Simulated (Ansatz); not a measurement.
Isomers of C₂H₅NS, relaxed with PBE0-D4/def2-TZVP in Ansatz; electronic energies, one conformer each and not always the lowest. Functionals use def2-TZVPP; CBS adds triple-zeta CCSD(T) − MP2 to the MP2 limit of def2-TZVPP and def2-QZVPP.

**Question.** Order them by energy at frozen-core CCSD(T)/CBS, lowest first. (Best estimate.)
A. `CC(N)=S`
B. `C1NCS1`
C. `C/N=C/S`

**Answer.** A (0.0 kcal/mol), C (21.0 kcal/mol), B (31.7 kcal/mol).

**Question.** How do ωB97M-V, MP2/CBS(def2), B3LYP, r2SCAN-D4 place them (kcal/mol, against `CC(N)=S`)? (Estimate.)

**Answer.** The calculation gave: 
| isomer | ωB97M-V | MP2/CBS(def2) | B3LYP | r2SCAN-D4 |
| --- | --- | --- | --- | --- |
| `C/N=C/S` | 21.7 | 23.0 | 20.4 | 22.6 |
| `C1NCS1` | 31.8 | 32.6 | 35.9 | 36.2 |

B3LYP here is the variant with VWN-RPA as its local correlation; programs differ in this.
